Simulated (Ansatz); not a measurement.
Basis-set extrapolation for CF₂, SMILES `F[C]F` (PBE0-D4/def2-TZVP geometry, frozen core, Ansatz 0.2.0). Multiplicity 1, RHF reference.

```tsv
	def2-TZVPP	def2-QZVPP
HF	-236.768467	-236.778803
MP2 correlation	-0.629047	-0.686394
CCSD(T) correlation	-0.660231	-0.715409
```

Energies in hartree. Use E(X) = E(∞) + A·exp(−7.88·√X) for Hartree–Fock and E(X) = E(∞) + B·X^(−2.97) for correlation, with X = 3 and 4.

Q: What is the CCSD(T) energy at the basis-set limit?

A: HF limit: -236.778803 + (-0.010336) × 0.13774 = -236.78023. Correlation limit: -0.715409 + (-0.055178) × 0.74074 = -0.75628. Total: -237.53651 hartree, 283.1 kJ/mol below CCSD(T)/def2-TZVPP.
